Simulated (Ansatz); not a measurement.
Base system: TiS₂ in the CdI2 type structure (space group P-3m1, No. 164; a = 3.360 Å, c = 5.523 Å; layered, stacked along the Cartesian z axis).

All numbers come from plane-wave PAW DFT at the PBE-D3(BJ) level (Ansatz, a first-principles code, 420 eV), without spin-orbit coupling, earlier PAW set.

Now apply this change: every Ti is replaced by Zr; the structure is relaxed again.

Measured lattice parameter a: TiS2 3.4073 Å (temperature not stated; as listed in R.R. Chianelli, J.C. Scanlon, A.H. Thompson, Materials Research Bulletin (1975)); ZrS2 3.662 Å (temperature not stated; as listed in Torbjörn Björkman, The Journal of Chemical Physics (2014)).

### Question
How well does PBE-D3(BJ) reproduce the measured shift?

### Answer
With PBE-D3(BJ) the lattice parameter a moves by +0.275 Å (3.360 → 3.635) against +0.255 Å measured.

Whether these cells are dynamically stable was not tested. The final runs are not spin-polarised.
